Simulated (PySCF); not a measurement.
NO, SMILES O=[N] (connectivity only; charge and spin as stated), charge +1, multiplicity 1. Heavy atoms are numbered as in [N:1]=[O:2].

The structure is a stationary point at PBE-D3(BJ)/def2-TZVPD.

Computed with PBE/def2-TZVPD in PySCF.

Mulliken values depend strongly on the basis, most of all with diffuse functions as here. Atomic charges (e), one atom of each kind:

```json
[
 {"atom": "N1", "IAO": "(withheld)", "Mulliken": "0.65"},
 {"atom": "O2", "IAO": "(withheld)", "Mulliken": "0.35"}
]
```

Q: Fill in the missing entries. (An estimate is asked for; the answer gives what the named calculation found.)

A: 
- N1, IAO: 0.63
- O2, IAO: 0.37
